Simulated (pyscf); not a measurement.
PySCF, gas phase, ωB97X-D3(BJ)/def2-SVP geometries.

Problem. PBE/def2-TZVP puts the barrier of F–GeH₂–SnH₃ (SMILES [F][GeH2][SnH3]) + H₂ (SMILES [H][H]) → H₃Ge–SnH₃ (SMILES [GeH3][SnH3]) + HF (SMILES F) (four-centre exchange; singlet surface; F–Ge, H–H broken, Ge–H, F–H formed) at 162.4 kJ/mol and the reaction energy at +33.5 kJ/mol, from the separated reactants. What do r²SCAN/def2-TZVP, M06-2X/def2-TZVP, ωB97M-D3(BJ)/def2-TZVP give on the same structures?

Solution. r²SCAN: ΔE‡ = 178.0 kJ/mol, ΔE = +39.2 kJ/mol; M06-2X: ΔE‡ = 201.0 kJ/mol, ΔE = +51.9 kJ/mol; ωB97M-D3(BJ): ΔE‡ = 187.9 kJ/mol, ΔE = +31.9 kJ/mol. PBE's barrier lies under all of them, by 15.7 to 38.7 kJ/mol. Its reaction energy lies among theirs. Low barriers are usual for a GGA, whose delocalisation error favours stretched bonds. At the saddle there is also a short Ge–H contact that neither side keeps. This is the saddle that the search found; another between the same sides may lie lower. Elements up to Kr have no core potential and no relativistic terms here. Elements past Kr carry the def2 core potentials, without spin-orbit coupling.
